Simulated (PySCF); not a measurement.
**Magnetic susceptibility: `C(=C)[PH-]`, [C₂H₄P]-, charge -1**

Geometry:
| atom | x (Å) | y (Å) | z (Å) |
| --- | --- | --- | --- |
| C1 | -0.841 | 0.353 | -0.117 |
| C2 | 0.049 | -0.615 | 0.152 |
| P3 | 1.739 | -0.488 | 0.617 |
| H4 | -0.579 | 1.399 | -0.067 |
| H5 | -1.862 | 0.122 | -0.395 |
| H6 | -0.277 | -1.653 | 0.086 |
| H7 | 1.774 | 0.886 | 0.596 |

Total charge -1.

The calculation used GIAO PW91/aug-pcSseg-1 magnetisability, non-relativistic, IEF-PCM methanol (PySCF). Geometry: GFN2-xTB.

How diamagnetic is it, and how anisotropic?

Isotropic -669 × 10⁻³⁰ J/T², or -40.3 × 10⁻⁶ cm³/mol; principal values -804, -699, -504 × 10⁻³⁰ J/T², anisotropy 264 × 10⁻³⁰ J/T² (root of half the summed squared differences of the principal values). The susceptibility is in cgs units.

Split it along the inertial axes a, b, c into diamagnetic and paramagnetic parts about the centre of mass, with the quadrupole moment.


```
axis  χ (10⁻⁶ cm³/mol)  diamagnetic (10⁻⁶ cm³/mol)  paramagnetic (10⁻⁶ cm³/mol)  summed x² of all electrons (Å²)  quadrupole Θ (D Å)
   a             -47.9                       -93.4                         45.5                             57.5               -8.00
   b             -30.8                      -277.4                        246.6                             14.2               +9.94
   c             -42.1                      -304.3                        262.2                              7.8               -1.94
```
Anisotropies 2χaa − χbb − χcc = -23.0 and 2χbb − χaa − χcc = +28.4 × 10⁻⁶ cm³/mol. Θ is traceless in Buckingham's convention.
